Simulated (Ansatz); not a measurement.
A nudged elastic band was laid between two geometries of AlH5OSi (8 atoms, charge 0, multiplicity 1).

The calculation used Ansatz 0.2.0, RKS PBE-D4/def2-SVP.

```json
{
  "movable images": "5",
  "climbing image": "yes",
  "spring": "5.0 eV/Å²",
  "optimiser": "quadratic models (default)",
  "start path": "through a guess of the saddle point",
  "force threshold": "0.05 eV/Å",
  "iteration limit": "60",
  "end points": "relaxed"
}
```

Image 0:

```xyz
8
Properties=species:S:1:pos:R:3
Al 0.592 0.059 -0.335
O 0.211 -0.170 1.320
Si -0.361 -0.476 2.850
H -1.632 -1.283 2.794
H 0.661 -1.248 3.641
H -0.645 0.822 3.560
H 2.097 0.433 -0.697
H -0.578 -0.117 -1.404
```

Image 6:

```xyz
8
Properties=species:S:1:pos:R:3
Al 0.394 -0.575 -0.816
O 0.673 0.480 0.829
Si -0.228 -0.421 2.107
H -1.730 -0.330 2.130
H 0.374 -1.687 2.657
H 0.175 0.617 3.170
H 1.138 1.302 1.081
H -0.451 -1.365 0.571
```

Task: What changes between the two ends?

Result: Bonds broken: Al1–H7. Bonds formed: O2–H7.

Task: What energy profile does the band end with?

Result: It converged. The highest image is number 3 of 0 to 6, 273.4 kJ/mol above the first end and 91.4 kJ/mol above the last; the last end lies 182.0 kJ/mol above the first. Neighbouring images differ by up to 2.7 eV, so the band resolves the path poorly. A vibrational analysis at the climbing image gives one clearly imaginary mode, 1293i cm⁻¹: a first-order saddle point. The orbitals stay closed-shell, which can raise the energy where a bond breaks towards radicals; this wasn't checked here.

```csv
image,path coordinate (Å),energy (kJ/mol),Al1–H7 (Å),O2–H7 (Å)
0,0.00,0.0,1.59,2.83
1,1.29,1.3,1.59,2.83
2,2.58,14.6,1.57,2.57
3,3.87,273.4,1.75,1.28
4,5.09,210.0,2.55,0.98
5,6.30,204.6,2.68,0.98
6,7.52,182.0,2.77,0.98
```

Task: What is the geometry of the highest image?

Result: 
```xyz
8
Properties=species:S:1:pos:R:3:forces:R:3
Al 0.638 -0.179 -0.767 0.00 0.00 0.00
O 0.401 -0.158 1.127 0.00 0.00 0.00
Si -0.237 -0.271 2.710 0.00 0.00 0.00
H -1.688 -0.652 2.613 0.00 0.00 0.00
H 0.518 -1.315 3.483 0.00 0.00 0.00
H -0.098 1.057 3.399 0.00 0.00 0.00
H 1.559 0.170 0.678 0.00 0.00 0.00
H -0.748 -0.634 -1.512 0.00 0.00 0.00
```

The run took 82 s on 2 threads of Intel(R) Xeon(R) 6975P-C (Granite Rapids), with other jobs on the host, peak memory 0.17 GiB.
